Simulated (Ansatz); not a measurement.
A nudged elastic band was laid between two geometries of BClH2 + CH4 (9 atoms, charge 0, multiplicity 1).

All numbers below come from Ansatz, RKS PBE/def2-TZVP.

```yaml
movable_images: 9
climbing_image: yes
spring: 5.0 eV/Å²
optimiser: quadratic models (default)
start_path: through a guess of the saddle point
force_threshold: 0.03 eV/Å
iteration_limit: 60
end_points: relaxed
```

Image 0:

```xyz
9
Properties=species:S:1:pos:R:3
B -0.779 0.267 -1.806
Cl 0.508 1.136 -2.596
H -0.800 -0.925 -1.914
H -1.592 0.899 -1.196
H 1.224 -0.042 0.682
C 0.532 -0.274 1.502
H 0.190 0.657 1.968
H 1.050 -0.890 2.247
H -0.333 -0.828 1.114
```

Image 10:

```xyz
9
Properties=species:S:1:pos:R:3
B -0.734 -0.172 -0.522
Cl 1.319 1.020 -1.693
H -0.669 -1.086 -1.304
H -1.453 0.755 -0.793
H 2.026 1.081 -0.613
C -0.179 -0.341 0.934
H 0.003 0.597 1.480
H 0.690 -1.007 1.031
H -1.003 -0.847 1.480
```

(1) Which bonds break or form, and what moves?

(2) Give the energies along the band, and the barrier.

(3) What is the geometry of the highest image?

(4) What are the harmonic wavenumbers there?

The band took 22 iterations and of the order of 17 core-minutes.

Results:

(1) Bonds broken: B1–Cl2, H5–C6. Bonds formed: B1–C6, Cl2–H5. BClH2 + CH4 becomes CH5B + ClH.

(2) The run converged. The highest image is number 7 of 0 to 10, 1.36 eV above the first end and 0.39 eV above the last; the last end lies 0.97 eV above the first. A vibrational analysis at the climbing image gives one clearly imaginary mode, 688i cm⁻¹: a first-order saddle point. The orbitals stay closed-shell, which can raise the energy where a bond breaks towards radicals; this wasn't checked here.

```
image  path coordinate (Å)  energy (eV)  B1–Cl2 (Å)  H5–C6 (Å)  B1–C6 (Å)
    0                 0.00         0.00        1.74       1.10       3.60
    1                 0.54         0.00        1.74       1.10       3.63
    2                 1.07         0.00        1.74       1.10       3.48
    3                 1.61         0.02        1.75       1.10       3.16
    4                 2.15         0.09        1.76       1.10       2.81
    5                 2.69         0.29        1.79       1.11       2.43
    6                 3.22         0.80        1.90       1.18       1.99
    7                 3.76         1.36        2.15       1.50       1.69
    8                 4.32         1.12        2.55       1.96       1.59
    9                 4.87         1.01        2.67       2.45       1.57
   10                 5.43         0.97        2.65       3.05       1.57
```

(3) 
```xyz
9
Properties=species:S:1:pos:R:3
B -0.496 -0.036 -0.699
Cl 1.149 0.997 -1.630
H -0.517 -1.077 -1.286
H -1.381 0.766 -0.767
H 0.821 0.460 -0.262
C 0.098 -0.201 0.874
H 0.200 0.698 1.498
H 0.938 -0.887 1.052
H -0.812 -0.721 1.221
```

(4) 688i, 181, 353, 452, 479, 705, 722, 784, 935, 1020, 1047, 1155, 1263, 1402, 1425, 1628, 2551, 2656, 2958, 3028, 3065 cm⁻¹.

Time of the run: 4.8 min on 4 threads of Arm Neoverse N1, on a shared host, peak memory 0.21 GiB.
